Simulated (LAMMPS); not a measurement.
**bcc Mo**

The numbers are results of the machine-learned potential SNAP Mo_Zuo_JPCA2020.snap (LAMMPS), not measurements.

Cell (relaxed at this level):

Space group Im-3m (No. 229); a = 3.1693 Å, b = 3.1693 Å, c = 3.1693 Å, α = 90.00°, β = 90.00°, γ = 90.00°

```
atom  site  symmetry       x       y       z
----  ----  --------  ------  ------  ------
Mo      2a      m-3m  0.0000  0.0000  0.0000
```
(The calculation used a cell of 1 atom; values per cell refer to that cell.)

For bcc Mo, the vacancy formation energy comes out as 2.68 eV.

Measured, for comparison: vacancy formation energy 3.12 ± 0.1 eV (midpoint of the printed range, monovacancy, our sources range from 3.12 to 3.60; as tabulated in Byggmästar et al. (2020), arXiv:2006.14365). Computed (rounded) less measured: vacancy formation energy not scored (sources differ).

A machine-learned potential is trained on density-functional data: it inherits that level's misses and adds fitting errors of its own.
